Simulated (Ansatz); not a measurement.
# AlBCl+ (triplet): the correlation ladder, cc-pVDZ

An exercise on one series of results from a longer session: the logs are not shown, and one member is left open.

Method: cc-pVDZ, core rule «outside noble gas», up to 11 orbitals frozen; program: Ansatz 0.2.0, Gaussian basis.

Plan: UHF; CCSD(T) on ROHF; CCSD(T) on UHF; BCCD(T) on ROHF; CISD; CCSDT(Q) on ROHF; CCSDT(Q) on UHF.

28 further runs of the same task are left out: 7 for a known fault of the program, 6 that didn't finish, 15 set aside as unsound or not needed.

### The system

The geometry is a PBE0/def2-TZVP stationary point (not a proven minimum) of the parent state, kept for this charge and spin.

3 atoms, charge 1, spin multiplicity 3.

Atoms are counted from 1 here; the program's logs count them from 0.

Bond lengths: Al1–B2 1.930 Å, B2–Cl3 1.700 Å. Angles: Al1–B2–Cl3 180.0°.

Coordinates:

```
atom   x (Å)   y (Å)    z (Å)
 Al1  0.0000  0.0000   1.8534
  B2  0.0000  0.0000  -0.0766
 Cl3  0.0000  0.0000  -1.7768
```

The first run:

Input file in.yaml:

```yaml
crystal:
  periodic: [false, false, false]
  atoms:
    - {symbol: Al, position_ang: [0.000000, 0.000000, 1.853400]}
    - {symbol: B, position_ang: [0.000000, 0.000000, -0.076600]}
    - {symbol: Cl, position_ang: [0.000000, 0.000000, -1.776800]}
basis:
  gaussian: {orbitals: cc-pVDZ}
total_charge: 1
magnetization: {spin_polarized: true, initial_magnetization: 2}
hamiltonian: {xc: hf}
output: {orbitals: {seedname: orbitals}}
```

Started as:

```bash
ansatz run in.yaml --threads 1 --pin off --events-out ev --progress --plain --max-ram 2393MiB
```

Among the steps run: UHF; CCSD(T) on ROHF; CCSD(T) on UHF; BCCD(T) on ROHF; CISD; CCSDT(Q) on ROHF; CCSDT(Q) on UHF.

One table of the session follows, with a row left open; its other results are not shown here.

| method | from UCCSDT(Q) (meV) |
| --- | --- |
| ROHF | +6997.6 |
| UHF | +6927.0 |
| RMP2 | +1051.9 |
| UMP2 | +1056.1 |
| CISD | +850.2 |
| RCCSD | +302.8 |
| UCCSD | +299.8 |
| RCCSD(T) | +53.6 |
| UCCSD(T) | +53.5 |
| BCCD(T) | +52.3 |
| RCCSDT | ? |
| UCCSDT | +18.9 |
| RCCSDT(Q) | +5.1 |
| UCCSDT(Q) | 0 |

Q: Estimate the row for RCCSDT from the others.

As computed: from UCCSDT(Q) (meV): +19.6. In the column «from UCCSDT(Q) (meV)» it lies between UCCSDT (+18.9) and BCCD(T) (+52.3).

To keep in mind: Restricted and unrestricted rows rest on different reference determinants; where their highest levels disagree by more than a few hundredths of an eV, they describe different states and don't form one ladder.
